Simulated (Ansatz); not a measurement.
Mulliken charges of `CCCl` from ωB97M-V/def2-TZVPP in Ansatz (PBE0-D4/def2-TZVP geometry).

```json
{"atom": "C1", "x (Å)": "-0.431", "y (Å)": "0.579", "z (Å)": "-0.318", "charge (e)": "-0.276"}
{"atom": "C2", "x (Å)": "0.289", "y (Å)": "-0.626", "z (Å)": "0.230", "charge (e)": "-0.152"}
{"atom": "Cl3", "x (Å)": "1.878", "y (Å)": "-0.182", "z (Å)": "0.917", "charge (e)": "-0.142"}
{"atom": "H4", "x (Å)": "-1.398", "y (Å)": "0.273", "z (Å)": "-0.729", "charge (e)": "0.095"}
{"atom": "H5", "x (Å)": "0.147", "y (Å)": "1.052", "z (Å)": "-1.113", "charge (e)": "0.109"}
{"atom": "H6", "x (Å)": "-0.609", "y (Å)": "1.318", "z (Å)": "0.465", "charge (e)": "0.109"}
{"atom": "H7", "x (Å)": "0.487", "y (Å)": "-1.368", "z (Å)": "-0.543", "charge (e)": "0.129"}
{"atom": "H8", "x (Å)": "-0.270", "y (Å)": "-1.102", "z (Å)": "1.036", "charge (e)": "0.129"}
```

Problem. By hand: the dipole of these point charges (1 e Å = 4.8032 D).

Solution. Σ q r = (-0.347, -0.073, -0.154) e Å, of length 0.387 e Å = 1.86 D.

Problem. How does the dipole of the full density compare? (An estimate is asked.)

Solution. Computed: (-0.382, -0.070, -0.171) e Å, 2.04 D; the point charges give 0.91 times that, at 1° from its direction.

Point charges leave out the atoms' own dipoles, such as those of lone pairs, and Mulliken's split depends on the basis, so the close match here is no proof of good charges.
